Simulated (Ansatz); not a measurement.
A made-up structure of CH2NSi, doublet:

C1  (-0.364, -1.059, 1.450)
Si2  (-0.988, -0.507, -0.026)
N3  (0.197, 0.337, -0.390)
H4  (1.131, 0.517, 0.136)
H5  (0.025, 0.713, -1.171)
(Å)

It is relaxed with PBE-D4/def2-SVP and then PBE0-D4/def2-TZVP (Ansatz 0.2.0). Atoms count as bonded within 1.22 times the sum of their covalent radii (H–H: 0.88 Å). The end point is not checked to be a true minimum.

(1) Does its bonding change? (A judgement: the text doesn't fix the answer.)

## Answers

(1) The calculation gives: No: no bond forms or breaks.

Where it ends: The first stage lowers the energy by 2.51 eV in 6 steps. It ends as CH₂NSi ([C][Si][NH2]):
```xyz
5
angstrom
C -0.5381 -1.3210 1.7343
Si -0.9866 -0.5910 0.1162
N 0.2434 0.4158 -0.4805
H 1.1165 0.5962 -0.0097
H 0.1648 0.8999 -1.3603
```

Labels in which every atom is bracketed show which atoms are joined, not bond orders.

For scale, one of the runs: PBE0-D4/def2-TZVP relaxation, 111 basis functions, launched by `ansatz run in.yaml --threads 2 --pin off --events-out ev --progress --plain --max-ram 4352MiB`. Hardware: 2 CPU threads of an Intel Xeon, shared host. Wall time about 40 s.
